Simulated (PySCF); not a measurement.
Gas-phase reaction: SiH₂F + SiF₂ = 2 SiHF + F

Method: PySCF energies (xtb for GFN2) plus ideal-gas RRHO corrections (1 bar). † marks an energy on the PBE0/def2-TZVP geometry and frequencies; other levels use their own. Open shells (unrestricted): SiH₂F (multiplicity 2), F (multiplicity 2, electronic degeneracy 6); the rest are closed-shell singlets. GFN2 has no spin-polarisation term. Spin-orbit splitting is ignored; it lowers the true energy and changes the entropy of F. B3LYP is the form with VWN-RPA correlation. SiH₂F, SiHF: computed as isolated molecules; such fragments, hydroxides, amides, oligomers or adducts are transient or little studied in the gas. The harmonic model lacks anharmonicity and excited electronic states, which grow with temperature; levels with a mode under 35 cm⁻¹ are left out.

```csv
level,"ΔE electronic, kJ","ΔH°(298 K), kJ","ΔS°(298 K), J/K","ΔG°(2000 K), kJ"
B3LYP/def2-TZVP†,580,570,132,302
GFN2-xTB,489,481,129,222
M06-2X/def2-TZVP†,596,587,132,319
PBE/def2-SVP,594,585,131,319
PBE0/def2-QZVP†,595,586,132,318
PBE0/def2-SVP†,571,561,132,293
ωB97M-V/def2-TZVP†,578,568,132,300
ωB97X-V/def2-TZVP†,589,580,132,312
```
ΔH° is lowest at GFN2-xTB and highest at M06-2X/def2-TZVP†. No reference value is set beside these.
